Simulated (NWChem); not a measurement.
# C2H7N (ethanamine): levels of theory compared

Wanted: a comparison of 6 runs (B3LYP/cc-pVDZ, BHLYP/cc-pVDZ, M06-L/cc-pVDZ, PBE0/cc-pVDZ, TPSS/cc-pVDZ, r2SCAN/cc-pVDZ) of C2H7N (ethanamine). 

Program for the calculation: NWChem 7.3.0.

### Step 1. The structure to begin with

C2H7N: 10 atoms, total charge 0, spin state singlet. SMILES: `CCN`. The coordinates come from a PBE0-D4/def2-TZVP relaxation. This is one conformer, not always the lowest.

Bond lengths: C1–C2 1.521 Å, C2–N3 1.454 Å, C1–H4 1.094 Å, C1–H5 1.094 Å, C1–H6 1.094 Å, C2–H7 1.095 Å, C2–H8 1.095 Å, N3–H9 1.013 Å, N3–H10 1.013 Å. Some angles: C1–C2–N3 115.8°, C1–C2–H7 109.6°, C1–C2–H8 109.6°, N3–C2–H7 107.7°, N3–C2–H8 107.7°, C2–C1–H4 111.5°, C2–C1–H5 110.9°, C2–C1–H6 110.9°, C2–N3–H9 110.3°, C2–N3–H10 110.3°.

### Step 2. Energy and gradient at B3LYP/cc-pVDZ (run 1)

File test.nw:

```
start test
title "C2H7N"
memory stack 880 mb heap 220 mb global 1100 mb

geometry units angstroms noautosym nocenter noautoz
C       -0.786000       0.493000      -0.521100
C        0.079100      -0.652700      -0.018000
N        1.196800      -0.274900       0.831400
H       -1.603400       0.130900      -1.151600
H       -0.194800       1.198600      -1.112400
H       -1.227000       1.045500       0.313900
H        0.480900      -1.211500      -0.869300
H       -0.539300      -1.362800       0.540400
H        0.864200       0.221000       1.650200
H        1.812700       0.361800       0.339500
end

basis spherical bse
* library cc-pVDZ
end

dft
xc b3lyp
grid xfine
convergence energy 1e-08
iterations 100
mulliken
print medium
end

task dft gradient
```

Run with:

```console
$ nwchem test.nw > test.out
```

The log of the run:

```text
[...]
          Wavefunction type:  closed shell.
          No. of atoms     :    10
          No. of electrons :    26
[...]
          Charge           :     0
          Spin multiplicity:     1
[...]
          AO basis - number of functions:    77
[...]
              XC Information
              --------------
                         B3LYP Method XC Potential
                     Hartree-Fock (Exact) Exchange  0.200
                        Slater Exchange Functional  0.800 local
                    Becke 1988 Exchange Functional  0.720 non-local
              Lee-Yang-Parr Correlation Functional  0.810
                  VWN I RPA Correlation Functional  0.190 local
[...]
 d= 0,ls=0.0,diis     1   -135.1392188129 -2.18D+02  8.38D-03  3.16D-01     2.4
[...]
 d= 0,ls=0.0,diis     8   -135.1761570843 -2.40D-09  9.97D-07  1.00D-08    16.8
         Total DFT energy =     -135.176157084259
      One electron energy =     -345.497237056235
           Coulomb energy =      147.687337884041
    Exchange-Corr. energy =      -20.424071975171
 Nuclear repulsion energy =       83.057814063107
[...]
      Total Density - Mulliken Population Analysis
     ---------------------------------------------
    Atom       Charge   Shell Charges
 -----------   ------   -------------------------------------------------------
    1 C    6     6.02   2.01  0.67  0.35  2.12  0.83  0.05
    2 C    6     5.98   2.01  0.67  0.35  2.10  0.74  0.10
    3 N    7     7.18   2.01  0.76  0.61  2.43  1.33  0.03
    4 H    1     0.99   0.75  0.21  0.03
    5 H    1     0.99   0.75  0.21  0.03
    6 H    1     0.99   0.75  0.21  0.03
    7 H    1     0.99   0.76  0.20  0.03
    8 H    1     0.99   0.76  0.20  0.03
    9 H    1     0.94   0.74  0.14  0.06
   10 H    1     0.94   0.74  0.14  0.06
[...]
  wavefunction    = closed shell
[...]
```

Wall time 21 s (1 thread of AMD EPYC 9R45 (Zen 5), shared host); peak memory 0.15 GiB.

### Step 3. Energy and forces at BHLYP/cc-pVDZ (run 2)

File mol.xyz:

```xyz
10
C2H7N gradient
C     -0.786000     0.493000    -0.521100
C      0.079100    -0.652700    -0.018000
N      1.196800    -0.274900     0.831400
H     -1.603400     0.130900    -1.151600
H     -0.194800     1.198600    -1.112400
H     -1.227000     1.045500     0.313900
H      0.480900    -1.211500    -0.869300
H     -0.539300    -1.362800     0.540400
H      0.864200     0.221000     1.650200
H      1.812700     0.361800     0.339500
```

File run.py:

```python
from ase.io import read
from ase.calculators.nwchem import NWChem

system = read('mol.xyz')

calc = NWChem(
    label='mol',
    theory='dft',
    memory='2200 mb',
    basis='cc-pVDZ',
    basispar='spherical bse',
    dft={'xc': 'bhlyp', 'mult': '1', 'grid': 'xfine', 'convergence': 'energy 1e-08', 'iterations': '100', 'mulliken': None},
)
system.calc = calc

forces = system.get_forces()
print("Total energy (eV):", round(system.get_potential_energy(), 6))
print("forces (eV/A):")
for s, f in zip(system.symbols, forces):
    print(f"{s:2s} {f[0]:10.5f} {f[1]:10.5f} {f[2]:10.5f}")
print("dipole (e A):", system.get_dipole_moment().round(4))
```

Run with:

```console
$ export ASE_NWCHEM_COMMAND="nwchem PREFIX.nwi > PREFIX.nwo"
$ python run.py
```

The log of the run:

```text
Total energy (eV): -3675.898252
forces (eV/A):
C     0.02206   -0.04916    0.00936
C     0.08217    0.07050    0.06762
N    -0.00139   -0.11837   -0.00684
H    -0.03651   -0.01342   -0.02746
H     0.02936    0.04561   -0.03219
H    -0.02633    0.03785    0.04427
H     0.01178   -0.01707   -0.03198
H    -0.02396   -0.02191    0.01800
H     0.01039    0.03708   -0.07513
H    -0.06752    0.02890    0.03435
dipole (e A): [-0.109   0.2219 -0.0551]
```

The calculator wrote mol.nwi:

```
title "mol"

permanent_dir mol

scratch_dir mol

start mol

geometry units angstrom nocenter noautosym noautoz
  C  -7.8600000000000003e-01 4.9299999999999999e-01 -5.2110000000000001e-01
  C  7.9100000000000004e-02 -6.5269999999999995e-01 -1.7999999999999999e-02
  N  1.1968000000000001e+00 -2.7489999999999998e-01 8.3140000000000003e-01
  H  -1.6033999999999999e+00 1.3089999999999999e-01 -1.1516000000000000e+00
  H  -1.9480000000000000e-01 1.1986000000000001e+00 -1.1124000000000001e+00
  H  -1.2270000000000001e+00 1.0455000000000001e+00 3.1390000000000001e-01
  H  4.8089999999999999e-01 -1.2115000000000000e+00 -8.6929999999999996e-01
  H  -5.3930000000000000e-01 -1.3628000000000000e+00 5.4039999999999999e-01
  H  8.6419999999999997e-01 2.2100000000000000e-01 1.6501999999999999e+00
  H  1.8127000000000000e+00 3.6180000000000001e-01 3.3950000000000002e-01
end

memory 2200 mb

basis spherical bse noprint
   * library cc-pVDZ
end

dft
  xc bhlyp
  mult 1
  grid xfine
  convergence energy 1e-08
  iterations 100
  mulliken
end

task dft gradient
```

mol.nwo:

```text
Northwest Computational Chemistry Package (NWChem) 7.3.0
             --------------------------------------------------------

           Job information
           ---------------

    nwchem branch   = 7.3.0
    use scalapack   = T
    input           = mol.nwi
    prefix          = mol.
    data base       = mol/mol.db
    status          = startup
    nproc           =        1

           Memory information
           ------------------

[... 5 lines left out ...]
    hardfail = no
[... 107 lines left out ...]
  convergence criterion.
[... 41 lines left out ...]
          Spatial weights used:  Erf1
[... 32 lines left out ...]
 1-e energy   =    -341.930708
[... 41 lines left out ...]
           Coulomb energy =      147.647845458015
[... 609 lines left out ...]
          Convergence on density requested:  1.00D-05
[... 27 lines left out ...]
          total energy or number of iterations.
[... 36 lines left out ...]
                 ----------------------------------------
                 |  Time  |  1-e(secs)   |  2-e(secs)   |
                 ----------------------------------------
                 |  CPU   |       0.00   |       1.00   |
                 ----------------------------------------
                 |  WALL  |       0.00   |       1.00   |
                 ----------------------------------------

 Task  times  cpu:       20.0s     wall:       20.0s
 Total times  cpu:       20.1s     wall:       20.1s
```

It took 21 s on 1 thread of AMD EPYC 9R45 (Zen 5), shared host; peak memory 0.15 GiB.

Runs 3 to 5 aren't shown in full; the table further down has their settings and results.

### Step 4. Energy and forces at r2SCAN/cc-pVDZ (run 6)

File c2h7n.xyz:

```xyz
10

C     -0.786000     0.493000    -0.521100
C      0.079100    -0.652700    -0.018000
N      1.196800    -0.274900     0.831400
H     -1.603400     0.130900    -1.151600
H     -0.194800     1.198600    -1.112400
H     -1.227000     1.045500     0.313900
H      0.480900    -1.211500    -0.869300
H     -0.539300    -1.362800     0.540400
H      0.864200     0.221000     1.650200
H      1.812700     0.361800     0.339500
```

File c2h7n.nw:

```
start c2h7n
memory total 2200 mb
charge 0
geometry units angstrom noautosym nocenter noautoz
  load format xyz c2h7n.xyz
end
basis spherical bse
  * library cc-pVDZ
end
dft
  xc r2scan
  grid xfine
  convergence energy 1e-08
  iterations 100
  mulliken
  print medium
end
task dft gradient
```

Run with:

```console
$ nwchem c2h7n.nw > c2h7n.out
```

The log of the run:

```text
[...]
          Wavefunction type:  closed shell.
          No. of atoms     :    10
          No. of electrons :    26
[...]
          Charge           :     0
          Spin multiplicity:     1
[...]
          AO basis - number of functions:    77
[...]
              XC Information
              --------------
                      r^2SCAN Method XC Functional
               r^2SCAN metaGGA Exchange Functional  1.000
                     r^2SCAN Correlation Potential  1.000
[...]
 d= 0,ls=0.0,diis     1   -135.0575416787 -2.18D+02  7.77D-03  2.88D-01     2.9
[...]
 d= 0,ls=0.0,diis     8   -135.0891735912 -3.21D-09  1.70D-06  2.71D-08    21.0
         Total DFT energy =     -135.089173591229
      One electron energy =     -345.472944791167
           Coulomb energy =      147.656941988808
    Exchange-Corr. energy =      -20.330984851977
 Nuclear repulsion energy =       83.057814063107
[...]
      Total Density - Mulliken Population Analysis
     ---------------------------------------------
    Atom       Charge   Shell Charges
 -----------   ------   -------------------------------------------------------
    1 C    6     6.07   2.01  0.67  0.39  2.09  0.86  0.04
    2 C    6     6.00   2.01  0.67  0.39  2.07  0.76  0.10
    3 N    7     7.22   2.01  0.76  0.65  2.40  1.38  0.03
    4 H    1     0.98   0.75  0.20  0.03
    5 H    1     0.98   0.75  0.20  0.03
    6 H    1     0.98   0.75  0.20  0.03
    7 H    1     0.97   0.76  0.18  0.03
    8 H    1     0.97   0.76  0.18  0.03
    9 H    1     0.92   0.73  0.13  0.06
   10 H    1     0.92   0.73  0.13  0.06
[...]
  wavefunction    = closed shell
[...]
```

Run time: 28 s. Hardware: 1 thread of AMD EPYC 9R45 (Zen 5), shared host; peak memory 0.15 GiB.

### Step 5. All runs side by side

```tsv
run	level	energy (Eh)	dipole moment (D)	HOMO energy (eV)	LUMO energy (eV)	wall time
1	B3LYP/cc-pVDZ	-135.176157	1.14	-6.23	1.55	21 s
2	BHLYP/cc-pVDZ	-135.086770	1.22	-8.00	2.62	21 s
3	M06-L/cc-pVDZ	-135.156248	1.17	-5.29	1.99	35 s
4	PBE0/cc-pVDZ	-135.011056	1.18	-6.52	1.93	21 s
5	TPSS/cc-pVDZ	-135.195247	1.10	-5.05	1.33	29 s
6	r2SCAN/cc-pVDZ	-135.089174	1.16	-5.29	1.76	28 s
```

### Step 6. What came out

```
                       quantity          value
            run 6: total energy  -135.08917 Eh
           run 6: dipole moment         1.16 D
             run 6: HOMO energy       -5.29 eV
             run 6: LUMO energy        1.76 eV
           run 6: HOMO–LUMO gap        7.05 eV
run 6: largest force on an atom     0.651 eV/Å
```

What this shows: The dipole moment (its size) runs from 1.10 D (TPSS/cc-pVDZ) to 1.22 D (BHLYP/cc-pVDZ). The HOMO–LUMO gap runs from 6.39 eV (TPSS/cc-pVDZ) to 10.62 eV (BHLYP/cc-pVDZ). Totals of different functionals can't be ranked against each other. All runs together took 2.6 min, the longest 35 s.
